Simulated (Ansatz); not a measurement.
Geometry optimisation, RKS r2SCAN-D4/def2-SVP (Ansatz 0.2.0).

input.yaml

```yaml
crystal:
  periodic: [false, false, false]
  atoms:
    - { symbol: B, position_ang: [0.0, 0.0, 0.0] }
    - { symbol: C, position_ang: [0.0, 0.0, 1.6] }
    - { symbol: H, position_ang: [-0.9996, -0.3092, 1.9705] }
    - { symbol: H, position_ang: [0.7676, -0.7111, 1.9705] }
    - { symbol: H, position_ang: [0.232, 1.0203, 1.9705] }
    - { symbol: H, position_ang: [1.0305, 0.0, -0.595] }
    - { symbol: H, position_ang: [-1.0305, 0.0, -0.595] }
basis:
  gaussian: { orbitals: def2-SVP }
hamiltonian:
  xc: r2scan
  dispersion: d4
relax:
  f_tol: 0.02
  max_steps: 40
output:
  orbitals: {}
```

Launched with:

```bash
$ ansatz run input.yaml --threads 1 --pin off --max-ram 2048MiB --backend cpu --events-out ev --progress --plain --runs-dir out
```

Question: Where does it end, and by what steps?

Answer: The run converged. The force dipped under the threshold on the way, but the program's further checks kept it going. After 6 steps the energy has fallen by 0.079 eV; H7 moved furthest, 0.19 Å.

```json
{"step": "0", "energy less start (eV)": "0.0000", "largest force component (eV/Å)": "1.416", "accepted": "yes"}
{"step": "1", "energy less start (eV)": "-0.0586", "largest force component (eV/Å)": "0.636", "accepted": "yes"}
{"step": "2", "energy less start (eV)": "-0.0706", "largest force component (eV/Å)": "0.221", "accepted": "yes"}
{"step": "3", "energy less start (eV)": "-0.0723", "largest force component (eV/Å)": "0.222", "accepted": "yes"}
{"step": "4", "energy less start (eV)": "-0.0777", "largest force component (eV/Å)": "0.052", "accepted": "yes"}
{"step": "5", "energy less start (eV)": "-0.0785", "largest force component (eV/Å)": "0.007", "accepted": "yes"}
{"step": "6", "energy less start (eV)": "-0.0786", "largest force component (eV/Å)": "0.019", "accepted": "yes"}
```

```xyz
7
Properties=species:S:1:pos:R:3
B 0.000 -0.018 0.023
C -0.012 -0.078 1.574
H -0.966 -0.377 2.033
H 0.830 -0.613 2.039
H 0.128 0.993 1.847
H 1.039 -0.094 -0.595
H -1.019 0.186 -0.599
```

Whether the end is a true minimum wasn't checked by a vibrational analysis.

Time of the run: 11 s on 1 thread of Arm Neoverse V2, with other jobs on the host, peak memory 0.11 GiB.
